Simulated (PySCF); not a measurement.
Compound: C₄H₃FO.
Numbering: `[F:1][c:2]1[cH:3][cH:4][cH:5][o:6]1` (hydrogens: H7 on C3; H8 on C4; H9 on C5)

Theory: PBE0-D3(BJ)/def2-TZVP geometry optimisation, gas phase (PySCF 2.14.0).

(1) Give the optimised bond lengths and angles.

Results:

(1) 
| bond | length (Å) | order |
| --- | --- | --- |
| F1–C2 | 1.308 | single |
| C2–C3 | 1.349 | aromatic |
| C3–C4 | 1.433 | aromatic |
| C4–C5 | 1.350 | aromatic |
| C5–O6 | 1.367 | aromatic |
| C2–O6 | 1.331 | aromatic |
| C3–H7 | 1.076 | single |
| C4–H8 | 1.078 | single |
| C5–H9 | 1.076 | single |

Orders are formal, as drawn. A selection of angles:
| angle | degrees |
| --- | --- |
| F1–C2–C3 | 132.1 |
| F1–C2–O6 | 114.8 |
| C3–C2–O6 | 113.1 |
| C2–C3–C4 | 104.1 |
| C2–C3–H7 | 127.0 |
| C4–C3–H7 | 128.9 |
| C3–C4–C5 | 106.9 |
| C3–C4–H8 | 126.9 |
| C5–C4–H8 | 126.2 |
| C4–C5–O6 | 110.0 |
| C4–C5–H9 | 134.3 |
| O6–C5–H9 | 115.7 |
| C2–O6–C5 | 105.9 |

The 2 C–O bonds span 1.331 Å (C2–O6, aromatic) to 1.367 Å (C5–O6, aromatic), a spread of 0.036 Å. The 6 heavy atoms lie in one plane (0.001 Å rms). The 5-membered ring C2–C3–C4–C5–O6 has internal angles of 104.1° to 113.1° (sum 540°, against 540° for a flat polygon); it is planar, 0.00 Å rms from its mean plane, widest ring torsion 0°. The C–C distances run from 1.349 Å (C2–C3, aromatic) to 1.433 Å (C3–C4, aromatic), a spread of 0.084 Å.

Point group: Cs (tolerance 0.08 Å). PBE0-D3(BJ)/def2-TZVP frequencies: not computed here.
